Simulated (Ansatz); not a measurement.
**NH₂Cl (triplet): the correlation ladder at distance Cl1–H2 along a hydrogen transfer = 1.933 Å, cc-pVTZ**

How much of the correlation energy of NH₂Cl (triplet) does each wave-function method recover here?

Computed with Ansatz 0.2.0, Gaussian basis. Level: cc-pVTZ, core rule «outside noble gas», up to 6 orbitals frozen.

To be run: UHF; CCSD(T) on ROHF; CCSD(T) on UHF; BCCD(T) on ROHF; CCSDT(Q) on ROHF; CCSDT(Q) on UHF; CASSCF and NEVPT2, 4 electrons in 4 orbitals; CASSCF and NEVPT2, 14 electrons in 10 orbitals.

## (1) The geometry

The geometry derives from fragments relaxed apart (PBE0/def2-TZVP) and kept rigid, so it is no stationary point. A hydrogen atom is moved between rigid fragments.

4 atoms, charge 0, spin multiplicity 3.

Atoms are counted from 1 here; the program's logs count them from 0.

Bond lengths: H2–N3 1.040 Å, N3–H4 1.040 Å. Angles: H2–N3–H4 105.0°.

Geometry (Å):

```xyz
4
charge 0, multiplicity 3
Cl   -2.0370    0.2511    0.0000
H    -0.1040    0.2511    0.0000
N     0.9360    0.2511    0.0000
H     1.2051   -0.7532    0.0000
```

## (2) UHF

Contents of in.yaml:

```yaml
crystal:
  periodic: [false, false, false]
  atoms:
    - {symbol: Cl, position_ang: [-2.037020, 0.251057, 0.000000]}
    - {symbol: H, position_ang: [-0.104020, 0.251057, 0.000000]}
    - {symbol: N, position_ang: [0.935980, 0.251057, 0.000000]}
    - {symbol: H, position_ang: [1.205061, -0.753170, 0.000000]}
basis:
  gaussian: {orbitals: cc-pVTZ}
magnetization: {spin_polarized: true, initial_magnetization: 2}
hamiltonian: {xc: hf}
output: {orbitals: {seedname: orbitals}}
```

Command:

```
> ansatz run in.yaml --threads 1 --pin off --events-out ev --progress --plain --max-ram 4096MiB --backend cpu
```

Further steps of the session: CCSD(T) on ROHF; CCSD(T) on UHF; BCCD(T) on ROHF; CCSDT(Q) on ROHF; CCSDT(Q) on UHF; CASSCF and NEVPT2, 4 electrons in 4 orbitals; CASSCF and NEVPT2, 14 electrons in 10 orbitals.

Q: Predict the results of all the runs planned. Wanted: UCCSDT(Q) below the RHF energy; RMP2 from UCCSDT(Q); UMP2 from UCCSDT(Q); RCCSD from UCCSDT(Q); RCCSD(T) from UCCSDT(Q); UCCSD(T) from UCCSDT(Q); RCCSDT(Q) from UCCSDT(Q); NEVPT2 valence from UCCSDT(Q); T1 diagnostic.

The runs gave:

| quantity | value |
| --- | --- |
| UCCSDT(Q) below the RHF energy | -11.3737 eV |
| RMP2 from UCCSDT(Q) | +1451.5 meV |
| UMP2 from UCCSDT(Q) | +1489.7 meV |
| RCCSD from UCCSDT(Q) | +407.4 meV |
| RCCSD(T) from UCCSDT(Q) | +48.1 meV |
| UCCSD(T) from UCCSDT(Q) | +47.9 meV |
| RCCSDT(Q) from UCCSDT(Q) | +3.1 meV |
| NEVPT2 valence from UCCSDT(Q) | +2113.8 meV |
| levels within 1 kcal/mol (43 meV) | RCCSDT, UCCSDT, RCCSDT(Q) |
| T1 diagnostic | 0.029 |
| effectively unpaired electrons | 2.01 |

What this shows: RCCSD(T) misses by +48.1 meV, 0.4 % of the correlation energy. One determinant dominates. These misses are within one basis, not against nature; the frozen cores of restricted and unrestricted runs differ, which can shift their rows.
